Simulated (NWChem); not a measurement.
# Correlation energy of Na (-1)

```
Na
```
Charge -1, spin multiplicity 1.

Program: NWChem.

Basis set: aug-cc-pVDZ. Each correlation energy counts from its own Hartree-Fock reference.

| method | correlation energy (mHa) | remark |
|---|---|---|
| CR-CCSD[T] | -114.7 | large amplitudes |
| CCSD | -114.3 | large amplitudes |
| MP2 | -16.8 | - |
| SCS-MP2 | -19.9 | - |
| CR-CCSD(T) | -114.7 | large amplitudes |
| CCSDT | -114.9 | large amplitudes |

The values span 98.1 mHa, from CCSDT (lowest) to MP2 (highest). 

The correlated methods keep 1 core orbital frozen. No row is a measurement; the coupled-cluster row has its own basis-set and correlation limits.
